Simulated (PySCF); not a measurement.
Pentafluorophosphorane, PF5.
SMILES with atom numbers: `[F:1][P:2]([F:3])([F:4])([F:5])[F:6]`

The same species was optimised twice, with GFN2-xTB and with PBE0-D3(BJ)/def2-SVP (PySCF), and the same property calculations (PySCF, gas phase) were run on both structures.

```tsv
coordinate	GFN2-xTB	PBE0-D3(BJ)/def2-SVP	change
P2–F4 (Å)	1.559	1.569	+0.010
P2–F3 (Å)	1.559	1.568	+0.009
P2–F5 (Å)	1.560	1.568	+0.008
P2–F6 (Å)	1.589	1.594	+0.005
F1–P2 (Å)	1.589	1.594	+0.005
F3–P2–F5 (°)	120.3	120.0	-0.3
F3–P2–F4 (°)	119.7	120.0	+0.3
F1–P2–F6 (°)	179.9	180.0	+0.1
F1–P2–F5 (°)	90.0	90.0	0.0
F1–P2–F4 (°)	90.1	90.0	-0.1
F5–P2–F6 (°)	89.9	90.0	+0.1
F3–P2–F6 (°)	90.0	90.0	0.0
F4–P2–F6 (°)	90.1	90.0	-0.1
```

Rotational constants: A = 3647, B = 3063, C = 3055 MHz (GFN2-xTB) against A = 3604, B = 3034, C = 3033 MHz (PBE0-D3(BJ)/def2-SVP). Point groups within 0.08 Å: D3h and D3h.

On the GFN2-xTB structure: HOMO (eV) -12.21 [PBE0/pcSseg-1]; LUMO (eV) 0.15 [PBE0/pcSseg-1]; GIAO shielding of F1/F6 (mean) (ppm) 231.0 [PBE0/pcSseg-1]; GIAO shielding of P2 (ppm) 373.2 [PBE0/pcSseg-1]; GIAO shielding of F3/F4/F5 (mean) (ppm) 236.9 [PBE0/pcSseg-1].

What do these properties become on the PBE0-D3(BJ)/def2-SVP structure?

```json
{"property": "HOMO (eV)", "level": "PBE0/pcSseg-1", "on GFN2-xTB": "-12.21", "on PBE0-D3(BJ)/def2-SVP": "-12.23", "change": "-0.02"}
{"property": "LUMO (eV)", "level": "PBE0/pcSseg-1", "on GFN2-xTB": "0.15", "on PBE0-D3(BJ)/def2-SVP": "-0.07", "change": "-0.22"}
{"property": "energy, GFN2-xTB geometry as zero (kcal/mol)", "level": "PBE0/pcSseg-1", "on GFN2-xTB": "0.0", "on PBE0-D3(BJ)/def2-SVP": "-0.3", "change": "-0.3"}
{"property": "GIAO shielding of F1/F6 (mean) (ppm)", "level": "PBE0/pcSseg-1", "on GFN2-xTB": "231.0", "on PBE0-D3(BJ)/def2-SVP": "226.2", "change": "-4.8"}
{"property": "GIAO shielding of P2 (ppm)", "level": "PBE0/pcSseg-1", "on GFN2-xTB": "373.2", "on PBE0-D3(BJ)/def2-SVP": "368.8", "change": "-4.4"}
{"property": "GIAO shielding of F3/F4/F5 (mean) (ppm)", "level": "PBE0/pcSseg-1", "on GFN2-xTB": "236.9", "on PBE0-D3(BJ)/def2-SVP": "231.7", "change": "-5.2"}
```

The heavy atoms differ by 0.007 Å rms after alignment. Among bonds between heavy atoms P2–F3 and P2–F4 change most and about equally (+0.009 to +0.010 Å). Changes are differences of the printed values. Neither structure is proved a minimum here.
